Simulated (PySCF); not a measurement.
C4H7ClO.
Geometry (PBE0-D3(BJ)/def2-SVP, Å), atoms numbered from 1 in this order:
```xyz
13
C4H7ClO angstrom
C      0.903    0.471    1.027
C     -0.515    0.049    0.678
C     -1.559    0.864    1.423
C     -2.968    0.490    1.075
O     -3.327   -0.323    0.295
Cl    -4.164    1.457    2.006
H      1.081    1.529    0.777
H      1.107    0.348    2.103
H      1.643   -0.129    0.479
H     -0.688    0.147   -0.406
H     -0.664   -1.019    0.906
H     -1.456    1.945    1.224
H     -1.456    0.768    2.517
```

Jobs on this species (13 atoms, 56 electrons) with PySCF (density fitting). Hardware of each: Arm Neoverse V1, one thread, on a shared host. Other jobs ran on the host; a repeat could differ by tens of per cent or more. Peak memory is the resident size of the whole Python process, interpreter and libraries included.

```csv
level and settings,work,basis functions,SCF cycles,wall time,peak memory
CAM-B3LYP/pcSseg-1,shieldings,144,?,?,?
wB97X-D/pcSseg-1,shieldings,144,14,14 s,0.79 GiB
WP04/pcSseg-1,shieldings,144,15,11 s,0.79 GiB
BHandHLYP/pcSseg-1,shieldings,144,13,10 s,0.79 GiB
B97-2/pcSseg-1,shieldings,144,14,11 s,0.79 GiB
LC-wPBE/pcSseg-1,shieldings,144,14,22 s,0.79 GiB
"PBE0-D3(BJ)/def2-SVP, grid level 1",geometry optimisation from a GFN2-xTB start,123,37,26 s,0.51 GiB
```

Question: Fill in the missing figures.

Answer: 
- CAM-B3LYP/pcSseg-1; shieldings: 14 s, 0.79 GiB, 13 SCF cycles

Question: What do all jobs in the table cost together?

Answer: About 1.8 min; the longest takes about 24 % of that, and about 2.6 times as long as the shortest.
